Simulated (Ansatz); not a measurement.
Relaxation of C3H9NO (14 atoms, charge 0, multiplicity 1), to a largest force component of 0.015 eV/Å in at most 40 steps.

All numbers below come from RKS PBE/def2-mTZVP in Ansatz.

```xyz
14
Properties=species:S:1:pos:R:3
C -1.130 1.260 0.715
O 0.147 1.192 0.209
C 0.748 -0.039 0.552
C 0.371 -1.201 -0.307
N 0.429 -0.930 -1.754
H -1.197 1.210 1.790
H -1.526 2.303 0.454
H -1.794 0.582 0.228
H 0.632 -0.237 1.672
H 1.860 0.101 0.438
H -0.766 -1.425 -0.075
H 0.886 -2.106 -0.044
H 1.363 -0.738 -1.967
H -0.035 0.001 -1.882
```

**Question.** Where does it end, and by what steps?

**Answer.** It converged. After 5 steps the energy has fallen by 0.448 eV; H13 moved furthest, 0.18 Å.

```csv
step,energy less start (eV),largest force component (eV/Å),accepted
0,0.0000,3.758,yes
1,-0.3898,1.001,yes
2,-0.4433,0.292,yes
3,-0.4471,0.118,yes
4,-0.4477,0.042,yes
5,-0.4478,0.012,yes
```

```xyz
14
Properties=species:S:1:pos:R:3
C -1.188 1.327 0.769
O 0.126 1.222 0.234
C 0.770 -0.017 0.552
C 0.308 -1.180 -0.332
N 0.480 -0.978 -1.773
H -1.185 1.204 1.869
H -1.551 2.335 0.526
H -1.889 0.590 0.338
H 0.624 -0.260 1.626
H 1.846 0.165 0.390
H -0.756 -1.398 -0.141
H 0.859 -2.087 -0.030
H 1.480 -0.880 -1.982
H 0.063 -0.072 -2.018
```

Whether the end is a true minimum wasn't checked by a vibrational analysis.

The run took 18 s on 2 threads of Arm Neoverse V1, on a shared host, peak memory 0.16 GiB.
